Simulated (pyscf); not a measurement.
# Four-centre exchange: `[CH3][SnH3]` + `[ClH]` → `[CH4]` + `[Cl][SnH3]`

Gas phase, singlet surface, charge 0. Bonds broken: C1–Sn2, Cl9–H10. Bonds formed: C1–H10, Sn2–Cl9. PySCF, gas phase, ωB97X-D3(BJ)/def2-SVP geometries. Correlated levels are frozen-core, on RHF or UHF. ΔMP2 is the change of the MP2 total energy from the triple- to the quadruple-zeta basis.

Transition state (Å):

```xyz
10

C     -1.4089    -0.8716     0.0437
Sn    -0.2572     1.1861     0.2353
H     -0.8747    -1.3545     0.8748
H     -1.6411    -1.6687    -0.6846
H     -2.3745    -0.4659     0.3790
H     -0.7963     1.2034     1.8782
H      1.4248     1.0084     0.2499
H     -1.0275     2.4584    -0.5702
Cl     0.0020     0.1402    -2.3906
H     -0.7813    -0.4281    -1.0525
```

One imaginary mode, 1171i cm⁻¹; descent along it reached the two sides named.

```csv
bond,change,reactant side (Å),saddle,product side
C1–Sn2,breaks,2.144,2.366,4.3
Cl9–H10,breaks,1.284,1.651,2.9
C1–H10,forms,3.7,1.339,1.099
Sn2–Cl9,forms,3.7,2.8,2.352
```

Electronic energies relative to the separated reactants (kcal/mol):

```json
[
 {"level": "ωB97X-D3(BJ)/def2-TZVP", "barrier": "27.5", "reaction energy": "-29.7", "reverse barrier": "57.2"},
 {"level": "PBE/def2-TZVP", "barrier": "23.9", "reaction energy": "-27.8", "reverse barrier": "51.7"},
 {"level": "r²SCAN/def2-TZVP", "barrier": "24.2", "reaction energy": "-29.1", "reverse barrier": "53.3"},
 {"level": "B3LYP-D3(BJ)/def2-TZVP", "barrier": "27.3", "reaction energy": "-29.1", "reverse barrier": "56.4"},
 {"level": "PBE0-D3(BJ)/def2-TZVP", "barrier": "25.2", "reaction energy": "-28.0", "reverse barrier": "53.2"},
 {"level": "M06-2X/def2-TZVP", "barrier": "25.4", "reaction energy": "-30.9", "reverse barrier": "56.2"},
 {"level": "ωB97M-D3(BJ)/def2-TZVP", "barrier": "29.7", "reaction energy": "-27.9", "reverse barrier": "57.5"},
 {"level": "HF/def2-TZVP", "barrier": "44.1", "reaction energy": "-32.4", "reverse barrier": "76.5"},
 {"level": "MP2/def2-QZVPP", "barrier": "28.6", "reaction energy": "-26.5", "reverse barrier": "55.1"},
 {"level": "CCSD/def2-TZVPP", "barrier": "35.6", "reaction energy": "-25.8", "reverse barrier": "61.4"},
 {"level": "CCSD(T)/def2-TZVPP", "barrier": "33.1", "reaction energy": "-25.3", "reverse barrier": "58.4"},
 {"level": "CCSD(T)/def2-TZVPP + ΔMP2(QZVPP)", "barrier": "30.8", "reaction energy": "-26.2", "reverse barrier": "57.0"}
]
```

With CCSD(T)/def2-TZVPP + ΔMP2(QZVPP) energies and thermal terms (ideal gas, 1 atm, RRHO with modes under 100 cm⁻¹ raised to 100, one conformer, R ln 2 for chiral ones without a mode under 150 cm⁻¹), in kcal/mol:

```
T (K)   ΔH‡   ΔG‡     ΔH     ΔG
-----  ----  ----  -----  -----
298    29.9  39.5  -24.4  -23.8
600    29.9  49.3  -25.1  -22.8
900    30.3  58.9  -25.8  -21.6
1200   30.7  68.4  -26.3  -20.1
```

One saddle was located; it need not be the lowest between these sides. The CCSD(T) − MP2 part came from Ansatz, without density fitting, on the same reference. The frozen core leaves the outer d or s,p core shells of the metals and heavy elements correlated in the MP2 and CC values, and def2-TZVPP describes them poorly, which can shift differences by a few kcal/mol. Elements past Kr carry the def2 core potentials, without spin-orbit coupling.
